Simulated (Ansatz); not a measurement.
in.yaml

```yaml
crystal:
  periodic: [false, false, false]
  atoms:
    - {symbol: B, position_ang: [0.000000, -0.110898, -0.015395]}
    - {symbol: H, position_ang: [0.000000, 0.515391, -0.788561]}
    - {symbol: H, position_ang: [0.000000, 0.674084, 0.953681]}
basis:
  gaussian: {orbitals: aug-cc-pVDZ}
total_charge: -1
correlation: {method: fci, electrons: outside_noble_gas}
```

```sh
$ ansatz run in.yaml --threads 2 --pin off --events-out ev --progress --plain --max-ram 24576MiB --backend cuda --devices 0, --max-vram 18GiB
```

Output:

```
661 factors; integrals over basis functions are off by at most 1.5e-7 eV
mean field evaluation 1: about -697.8193 eV, gradient 1.2e1 eV
mean field evaluation 2: about -697.8191 eV, gradient 1.2e1 eV
mean field evaluation 4: about -698.7518 eV, gradient 1.4e0 eV
mean field evaluation 8: about -698.7872 eV, gradient 9.4e-3 eV
mean field evaluation 16: about -695.8190 eV, gradient 1.7e-2 eV
mean field evaluation 32: about -695.6611 eV, gradient 4.5e0 eV
mean field -698.78716311 eV, -25.6799545894 hartree, gradient 6.2e-6 eV, S^2 0.000000; 4 other end points of the search recorded, 0 dependent functions left out; unrestricted orbitals would lower it
determinant -698.78716311 eV, -25.6799545894 hartree, with singles and doubles -702.32802547 eV, -25.8100788812 hartree
determinant -695.81900626 eV, -25.5708768371 hartree, with singles and doubles -699.37910890 eV, -25.7017081960 hartree
1 core orbitals not correlated: weight in the atoms' cores, before any rotation towards them, 1.000 or more for the frozen orbitals, at most 0.000 for the correlated occupied ones
reference -698.78716311 eV, -25.6799545894 hartree; 3, 3 occupied and 37, 37 virtual orbitals, 661 factors
state -702.42967562 eV, -25.8138144549 hartree
Total energy: -702.42967562 eV, -25.8138144549 hartree
```

Ran on 2 threads of AMD EPYC 7R13 with a shared H100 80 GB, shared host: 24 s wall, 0.82 GiB peak host memory.
